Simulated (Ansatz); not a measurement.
Rutile PbO₂ was calculated with PBE in Ansatz (PAW).

Numerical settings: plane-wave cutoff 520 eV, 12×12×16 k mesh (along the axes of the cell as run), Fermi–Dirac smearing 0.05 eV, scalar-relativistic PAW data made under PBE.

Starting structure:

```
PbO2
1.0
    4.96000     0.00000     0.00000
    0.00000     4.96000     0.00000
    0.00000     0.00000     3.39000
Pb O
2 4
Cartesian
  0.00000   0.00000   0.00000
  2.48000   2.48000   1.69500
  1.52272   1.52272   0.00000
  4.00272   0.95728   1.69500
  0.95728   4.00272   1.69500
  3.43728   3.43728   0.00000
```

### Question
Into what structure does the relaxation of cell and atoms lead at this level, with the symmetry of the start kept?

### Answer
The volume rises by 6.6 %; final space group P4_2/mnm.
```
PbO2
1.0
    5.08160     0.00000     0.00000
    0.00000     5.08160     0.00000
    0.00000     0.00000     3.44325
Pb O
2 4
Direct
  0.00000   0.00000   0.00000
  0.50000   0.50000   0.50000
  0.30798   0.30798   0.00000
  0.80798   0.19202   0.50000
  0.19202   0.80798   0.50000
  0.69202   0.69202   0.00000
```

Ansatz is a quantum-chemistry and plane-wave program.
